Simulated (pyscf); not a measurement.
PySCF, gas phase, ωB97X-D3(BJ)/def2-SVP geometries.

Q: For the elementary gas-phase step HO–Si(SiH₃)(SiH₃)–SiH₃ + hydrogen chloride (HCl) -> HO–Si(SiH₃)(SiH₃)–Cl + silane (SiH₄) (singlet surface; Si–Si, Cl–H broken, Cl–Si, H–Si formed), what barrier and reaction energy does ωB97M-D3(BJ)/def2-TZVP give, measured from the separated reactants?

A: ΔE‡ = 96.4 kJ/mol, ΔE = -113.5 kJ/mol. Zero-point energy shifts the barrier by +5.6 kJ/mol. It is a four-centre exchange, with an imaginary mode of 850i cm⁻¹. At the saddle there is also a short H–Si contact that neither side keeps. One saddle was located; it need not be the lowest between these sides.
